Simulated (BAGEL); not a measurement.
**CASPT2(10,9)/def2-TZVPPD (density fitting with qzvpp-jkfit) run of MgHF (SMILES [F][MgH])**

What is the vertical ionisation energy of MgHF at CASPT2(10,9)/def2-TZVPPD (density fitting with qzvpp-jkfit)? 

Program for the calculation: BAGEL 1.2.2.

3 further runs of the same task are left out: 3 set aside as unsound or not needed. Runs told in other sessions of the task aren't counted.

## Step 1: The structure to begin with

MgHF has 3 atoms, charge 0, and is taken as a singlet. SMILES: `[F][MgH]`. The shape is that of a PBE0-D4/def2-TZVP optimisation.

Bond lengths: F1–Mg2 1.756 Å, Mg2–H3 1.687 Å. Angles: F1–Mg2–H3 180.0°.

## Step 2: The energy at CASPT2(10,9)/def2-TZVPPD (density fitting with qzvpp-jkfit)

Input file job.json:

```json
{ "bagel": [

{
  "title": "molecule",
  "basis": "def2-tzvppd.json",
  "df_basis": "qzvpp-jkfit",
  "angstrom": true,
  "geometry": [
    { "atom": "F", "xyz": [   -1.378600,    0.792200,   -0.675100 ] },
    { "atom": "Mg", "xyz": [    0.014500,   -0.032400,    0.004400 ] },
    { "atom": "H", "xyz": [    1.353200,   -0.824800,    0.657400 ] }
  ]
},
{
  "title": "hf"
},
{
  "title": "casscf",
  "nstate": 1,
  "nact": 9,
  "nclosed": 6,
  "maxiter": 200,
  "natocc": true
},
{
  "title": "print",
  "file": "orbitals.molden",
  "orbitals": true
},
{
  "title": "smith",
  "method": "caspt2",
  "ms": true,
  "xms": true,
  "sssr": true,
  "shift": 0.0,
  "ncore": 2
}

]}
```

The basis set def2-TZVPPD is read from a file made from the Basis Set Exchange's data (not shown).

The run is started by

```console
$ BAGEL_NUM_THREADS=1 BAGEL job.json > job.out
```

Log:

```text
* using 1 threads per process

  ===============================================================
  ===============================================================

  *** Geometry ***

  { "atom" : "F", "xyz" : [     -2.605176,      1.497041,     -1.275754 ] },
  { "atom" : "Mg", "xyz" : [      0.027401,     -0.061227,      0.008315 ] },
  { "atom" : "H", "xyz" : [      2.557177,     -1.558646,      1.242306 ] },

  Number of auxiliary basis functions:      207

  Since a DF basis is specified, we compute 2- and 3-index integrals:
    o Being stored without compression. Storage requirement is 0.014 GB

  Number of basis functions:       92
  Number of electrons      :       22

    * METHOD: MOLECULE                             0.06

  *** RHF ***

  === Nuclear Repulsion ===
    37.6993298910

      * DIIS with orbital gradients will be used.

  === RHF iteration (def2-tzvppd.json) ===
      0       -299.52130021          0.02575217           0.01
      1       -299.61105976          0.02168183           0.01
      2       -299.72199997          0.00114206           0.01
      3       -299.72286144          0.00020833           0.01
      4       -299.72288714          0.00002962           0.01
      5       -299.72288773          0.00000554           0.01
      6       -299.72288776          0.00000135           0.01
      7       -299.72288776          0.00000029           0.01
      8       -299.72288776          0.00000008           0.01
      9       -299.72288776          0.00000004           0.01
     10       -299.72288776          0.00000001           0.01
    * SCF iteration converged.

    * Permanent dipole moment:
           (   -0.446152,     0.264085,    -0.217579) a.u.

    * METHOD: HF                                   0.21

  ---------------------------
      CASSCF calculation
  ---------------------------

    * nstate   :      1
    * nclosed  :      6
    * nact     :      9
    * nvirt    :     77
  === CASSCF iteration (def2-tzvppd.json) ===

    * Using the second-order algorithm

      0  0      -299.72390193     2.42e-04      0.15

      1  0      -299.73663777     9.34e-04      0.22

      2  0      -299.75083447     3.34e-03      0.27

      3  0      -299.80783519     3.60e-03      0.24

      4  0      -299.83894290     1.17e-03      0.25

      5  0      -299.84221201     4.46e-04      0.30

      6  0      -299.84236425     2.58e-04      0.32

      7  0      -299.84241672     1.69e-04      0.32

      8  0      -299.84244203     1.15e-04      0.31

      9  0      -299.84245548     8.13e-05      0.29

     10  0      -299.84246297     5.94e-05      0.30

     11  0      -299.84246724     4.42e-05      0.31

     12  0      -299.84246972     3.33e-05      0.30

     13  0      -299.84247117     2.53e-05      0.31

     14  0      -299.84247203     1.94e-05      0.31

     15  0      -299.84247253     1.49e-05      0.32

     16  0      -299.84247284     1.15e-05      0.32

     17  0      -299.84247302     8.85e-06      0.30

     18  0      -299.84247312     6.84e-06      0.29

     19  0      -299.84247319     5.30e-06      0.29

     20  0      -299.84247323     4.11e-06      0.29

     21  0      -299.84247325     3.18e-06      0.30

     22  0      -299.84247327     2.47e-06      0.30

     23  0      -299.84247327     1.92e-06      0.29

     24  0      -299.84247328     1.49e-06      0.30

     25  0      -299.84247328     1.16e-06      0.29

     26  0      -299.84247328     8.97e-07      0.29

     27  0      -299.84247329     6.97e-07      0.30

     28  0      -299.84247329     5.41e-07      0.30

     29  0      -299.84247329     4.21e-07      0.29

     30  0      -299.84247329     3.27e-07      0.30

     31  0      -299.84247329     2.54e-07      0.29

     32  0      -299.84247329     1.97e-07      0.29

     33  0      -299.84247329     1.53e-07      0.29

     34  0      -299.84247329     1.19e-07      0.28

     35  0      -299.84247329     9.26e-08      0.28

     36  0      -299.84247329     7.20e-08      0.28

     37  0      -299.84247329     5.60e-08      0.27

     38  0      -299.84247329     4.35e-08      0.27

     39  0      -299.84247329     3.38e-08      0.27

     40  0      -299.84247329     2.63e-08      0.26

     41  0      -299.84247329     2.04e-08      0.26

     42  0      -299.84247329     1.59e-08      0.26

     43  0      -299.84247329     1.23e-08      0.25

     44  0      -299.84247329     9.57e-09      0.24

    * Second-order optimization converged. *

     guess   0:   closed 11111....            open .........

  === FCI iteration ===

      0  0      -299.72046648     5.13e-03      0.01
      1  0      -299.83367202     1.51e-03      0.01
      2  0      -299.84177671     4.15e-04      0.01
      3  0      -299.84239163     1.50e-04      0.01
      4  0      -299.84246931     3.66e-05      0.01
      5  0      -299.84247299     9.48e-06      0.01
      6  0      -299.84247326     2.59e-06      0.01
      7  0      -299.84247329     5.94e-07      0.01
      8  0      -299.84247329     1.77e-07      0.01
      9  0      -299.84247329     5.49e-08      0.01
     10  0      -299.84247329     2.04e-08      0.01
     11  0      -299.84247329     6.18e-09      0.01
     12  0      -299.84247329     1.71e-09      0.01
     13  0      -299.84247329     5.08e-10      0.01
     14  0      -299.84247329     1.43e-10      0.01
     15  0 *    -299.84247329     3.65e-11      0.01

     * ci vector, state   0, <S^2> = -0.0000
       22222....    -0.9773719188
       2222.2...     0.1232345588
       22.22..2.     0.0576472992
       222.2.2..     0.0576472992

    * METHOD: CASSCF                              12.89

    * METHOD: PRINT                                0.02

  === SMITH program ===

    * freezing 2 orbitals

    * Approximate memory requirement for SMITH calulation per MPI process:
      o Storage requirement for T-amplitude, lambda, and residual is 0.01 GB
      o Storage requirement for MO integrals is 0.01 GB
    * Calculating and saving rdm4f

    * Zeroth order energy : state  0       -8.2180410171

    * CASPT2 iteration is performed using redundant basis

      ---- iteration ----

        0    -0.33489902     0.00956423      0.33
        1    -0.33715054     0.00175184      0.33
        2    -0.33729116     0.00034306      0.33
        3    -0.33729774     0.00010119      0.34
        4    -0.33729832     0.00002104      0.34
        5    -0.33729835     0.00000510      0.33
        6    -0.33729835     0.00000108      0.33
        7    -0.33729835     0.00000033      0.34

      -------------------

    * CASPT2 energy : state  0     -300.1797716404
        reference weight              0.9575331965

    * METHOD: SMITH                                6.47

  ===============================================================
```

Run time: 20 s. Hardware: 1 thread of Arm Neoverse V1, shared host; peak memory 1.3 GiB.

## Step 3: The doublet cation at the same level

Input file calc.json:

```json
{ "bagel": [

{
  "title": "molecule",
  "basis": "def2-tzvppd.json",
  "df_basis": "qzvpp-jkfit",
  "angstrom": true,
  "geometry": [
    { "atom": "F", "xyz": [   -1.378600,    0.792200,   -0.675100 ] },
    { "atom": "Mg", "xyz": [    0.014500,   -0.032400,    0.004400 ] },
    { "atom": "H", "xyz": [    1.353200,   -0.824800,    0.657400 ] }
  ]
},
{ "title": "hf", "charge": 2 },
{ "title": "casscf", "nstate": 1, "nact": 9, "nclosed": 6, "charge": 1, "nspin": 1, "maxiter": 200, "natocc": true },
{ "title": "print", "file": "orbitals.molden", "orbitals": true },
{ "title": "smith", "method": "caspt2", "ms": true, "xms": true, "sssr": true, "shift": 0.0, "ncore": 2 }

]}
```

The basis set def2-TZVPPD is read from a file made from the Basis Set Exchange's data (not shown).

The run is started by

```console
$ BAGEL_NUM_THREADS=1 BAGEL calc.json > calc.out
```

Log:

```text
* using 1 threads per process

  ===============================================================
  ===============================================================

  *** Geometry ***

  { "atom" : "F", "xyz" : [     -2.605176,      1.497041,     -1.275754 ] },
  { "atom" : "Mg", "xyz" : [      0.027401,     -0.061227,      0.008315 ] },
  { "atom" : "H", "xyz" : [      2.557177,     -1.558646,      1.242306 ] },

  Number of auxiliary basis functions:      207

  Since a DF basis is specified, we compute 2- and 3-index integrals:
    o Being stored without compression. Storage requirement is 0.014 GB

  Number of basis functions:       92
  Number of electrons      :       22

    * METHOD: MOLECULE                             0.06

  *** RHF ***

  === Nuclear Repulsion ===
    37.6993298910

      * DIIS with orbital gradients will be used.

  === RHF iteration (def2-tzvppd.json) ===
      0       -298.22560967          0.02603635           0.01
      1       -297.07561167          0.06487410           0.01
      2       -298.40065105          0.00851421           0.01
      3       -298.45977452          0.00379010           0.01
      4       -298.47006770          0.00584125           0.01
      5       -298.47590172          0.00294854           0.01
      6       -298.48091279          0.00143455           0.01
      7       -298.48140928          0.00010652           0.01
      8       -298.48141507          0.00000960           0.01
      9       -298.48141513          0.00000304           0.01
     10       -298.48141513          0.00000072           0.01
     11       -298.48141513          0.00000016           0.01
     12       -298.48141513          0.00000003           0.01
     13       -298.48141513          0.00000001           0.01
    * SCF iteration converged.

    * Permanent dipole moment:
           (   -3.810593,     2.255556,    -1.858685) a.u.

    * METHOD: HF                                   0.24

  ---------------------------
      CASSCF calculation
  ---------------------------

    * nstate   :      1
    * nclosed  :      6
    * nact     :      9
    * nvirt    :     77
  === CASSCF iteration (def2-tzvppd.json) ===

    * Using the second-order algorithm

      0  0      -299.32866288     1.74e-02      0.30

      1  0      -299.38965177     3.56e-03      0.27

      2  0      -299.44619673     2.35e-03      0.25

      3  0      -299.45939647     1.70e-03      0.27

      4  0      -299.46634297     2.90e-03      0.27

      5  0      -299.49483245     1.64e-03      0.28

      6  0      -299.50070337     5.19e-04      0.26

      7  0      -299.50078777     2.50e-04      0.29

      8  0      -299.50079559     1.16e-04      0.31

      9  0      -299.50079714     5.45e-05      0.30

     10  0      -299.50079747     2.59e-05      0.31

     11  0      -299.50079754     1.24e-05      0.31

     12  0      -299.50079756     5.98e-06      0.31

     13  0      -299.50079756     2.90e-06      0.30

     14  0      -299.50079756     1.41e-06      0.30

     15  0      -299.50079756     6.91e-07      0.30

     16  0      -299.50079756     3.39e-07      0.29

     17  0      -299.50079756     1.66e-07      0.27

     18  0      -299.50079756     8.15e-08      0.27

     19  0      -299.50079756     4.01e-08      0.27

     20  0      -299.50079756     1.97e-08      0.27

     21  0      -299.50079756     9.69e-09      0.23

    * Second-order optimization converged. *

     guess   0:   closed 1111.....            open ....1....

  === FCI iteration ===

      0  0      -299.35181864     6.38e-03      0.01
      1  0      -299.49027976     2.03e-03      0.01
      2  0      -299.50019876     4.89e-04      0.01
      3  0      -299.50072659     1.56e-04      0.01
      4  0      -299.50079188     4.91e-05      0.01
      5  0      -299.50079680     1.42e-05      0.01
      6  0      -299.50079738     5.11e-06      0.01
      7  0      -299.50079752     3.38e-06      0.01
      8  0      -299.50079756     1.08e-06      0.01
      9  0      -299.50079756     2.51e-07      0.01
     10  0      -299.50079756     6.77e-08      0.01
     11  0      -299.50079756     2.18e-08      0.01
     12  0      -299.50079756     6.38e-09      0.01
     13  0      -299.50079756     1.73e-09      0.01
     14  0      -299.50079756     3.07e-10      0.01
     15  0 *    -299.50079756     6.95e-11      0.01

     * ci vector, state   0, <S^2> = 0.7500
       2222a....    -0.9820625760
       222.a2...    -0.0580844581

    * METHOD: CASSCF                               6.37

    * METHOD: PRINT                                0.02

  === SMITH program ===

    * freezing 2 orbitals

    * Approximate memory requirement for SMITH calulation per MPI process:
      o Storage requirement for T-amplitude, lambda, and residual is 0.01 GB
      o Storage requirement for MO integrals is 0.01 GB
    * Calculating and saving rdm4f

    * Zeroth order energy : state  0       -8.3744999183

    * CASPT2 iteration is performed using redundant basis

      ---- iteration ----

        0    -0.28737722     0.00692290      0.32
        1    -0.28906927     0.00187180      0.31
        2    -0.28922373     0.00036845      0.32
        3    -0.28923401     0.00011887      0.32
        4    -0.28923483     0.00002247      0.32
        5    -0.28923487     0.00000659      0.33
        6    -0.28923487     0.00000145      0.33
        7    -0.28923487     0.00000043      0.34

      -------------------

    * CASPT2 energy : state  0     -299.7900324383
        reference weight              0.9687841069

    * METHOD: SMITH                                6.34

  ===============================================================
```

It took 13 s on 1 thread of Arm Neoverse V1, shared host; peak memory 1.3 GiB.

## Step 4: Results

Level: CASPT2(10,9)/def2-TZVPPD (density fitting with qzvpp-jkfit), 2 core orbitals frozen.

| quantity | value |
| --- | --- |
| singlet MgHF: total energy | -300.17977 Eh |
| doublet cation: total energy | -299.79003 Eh |
| vertical ionisation energy (to the doublet cation) | 10.605 eV |

In words: The vertical ionisation energy comes to 10.61 eV (245 kcal/mol).
